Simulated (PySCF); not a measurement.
One of the candidates below gave these computed data.

All candidates are C3H5FS.

| technique | computed result |
| --- | --- |
| 1H NMR | chemical shifts (computed TMS as zero) by class: 4.99 (1 H), 3.34 (1 H), 2.89 (1 H), 2.47 (1 H), 2.09 (1 H) ppm [GIAO PBE0/pcSseg-1] |
| NMR, other nuclei | isotropic shieldings of nuclei other than C and H, by class: 400 (1 F), 743 (1 S) ppm [GIAO PBE0/pcSseg-1] |
| Rotational structure | rotational constants A, B, C: 11.317, 2.258, 2.031 GHz [PBE0-D3(BJ)/def2-SVP] |
| UV, strongest line | among the 10 lowest singlet transitions: S7 at 8.06 eV (154 nm, f = 0.055) [TDDFT CAM-B3LYP/def2-SVPD] |
| Dipole | 0.41 D [CAM-B3LYP/def2-SVPD] |
| Polarisability | 56.0 au [CAM-B3LYP/def2-SVPD] |
| 13C NMR | chemical shifts (computed TMS as zero) by class: 89.4 (1 C), 32.4 (1 C), 28.5 (1 C) ppm [GIAO PBE0/pcSseg-1] |

The electronic properties come from PySCF, for the isolated species, density fitting. Levels stand in brackets. Geometry: PBE0-D3(BJ)/def2-SVP, one conformer, isolated molecule. NMR values are class means; diastereotopic atoms form classes of their own.

Question: Which candidate is it?
A. `CS/C=C\F`
B. `C[C@@H]1S[C@@H]1F`
C. `F[C@H]1CCS1`
D. `CS/C=C/F`
E. `FC[C@H]1CS1`

Answer: E. It is `FC[C@H]1CS1`. Numbering: `[F:1][CH2:2][C@H:3]1[CH2:4][S:5]1`. Its formula, C3H5FS, gives 1 degree of unsaturation: 1 ring and 0 π bonds in the structure found. 3 carbons fall into 3 classes; from least to most shielded: sp3 C–F carbon [C2] (89.4 ppm), ring sp3 carbon bound to sulfur [C3] (32.4 ppm), ring sp3 carbon bound to sulfur [C4] (28.5 ppm). Hydrogen classes from least to most shielded: 1 H on an sp3 C–F carbon, C2 (4.99 ppm), 1 H on an sp3 C–F carbon, C2 (3.34 ppm), 1 H on an sp3 carbon bound to sulfur, C3 (2.89 ppm), 1 H on an sp3 carbon bound to sulfur, C4 (2.47 ppm), 1 H on an sp3 carbon bound to sulfur, C4 (2.09 ppm). The other shieldings belong to: 400 ppm, alkyl fluorine [F1]; 743 ppm, sulfide sulfur [S5]. The optimised geometry has point group C1 and is an asymmetric top.

The others, at the same levels:
- `F[C@H]1CCS1` fails: its computed 13C shifts are 95.4 (1 C), 39.9 (1 C), 20.4 (1 C) ppm, 1H shifts are 5.98 (1 H), 3.18 (1 H), 2.83 (1 H), 2.71 (1 H), 2.56 (1 H) ppm and strongest line among the 10 lowest singlet transitions is S5 at 7.09 eV (175 nm, f = 0.044) (against S7 at 8.06 eV).
- `CS/C=C/F` fails: its computed 13C shifts are 152.4 (1 C), 119.6 (1 C), 20.2 (1 C) ppm, 1H shifts are 6.53 (1 H), 5.44 (1 H), 2.09 (3 H) ppm and strongest line among the 10 lowest singlet transitions is S2 at 5.62 eV (221 nm, f = 0.235) (against S7 at 8.06 eV).
- `C[C@@H]1S[C@@H]1F` fails: its computed 13C shifts are 88.5 (1 C), 36.5 (1 C), 17.8 (1 C) ppm, 1H shifts are 5.81 (1 H), 2.60 (1 H), 1.53 (3 H) ppm and rotational constant A is 4.825 GHz (against 11.317 GHz).
- `CS/C=C\F` fails: its computed 13C shifts are 153.5 (1 C), 112.0 (1 C), 19.2 (1 C) ppm, 1H shifts are 6.87 (1 H), 4.56 (1 H), 2.43 (3 H) ppm and strongest line among the 10 lowest singlet transitions is S3 at 6.03 eV (206 nm, f = 0.301) (against S7 at 8.06 eV).

Each candidate is one conformer, not necessarily the lowest. Dipoles, sizes and rotational constants follow the conformer. The torsions of the flexible species, by atom-mapped SMILES:
- `[F:1][CH2:2][C@H:3]1[CH2:4][S:5]1`: F1–C2–C3–C4 83°
- `[CH3:1][S:2]/[CH:3]=[CH:4]/[F:5]`: C1–S2–C3–C4 180°
- `[CH3:1][S:2]/[CH:3]=[CH:4]\[F:5]`: C1–S2–C3–C4 2°
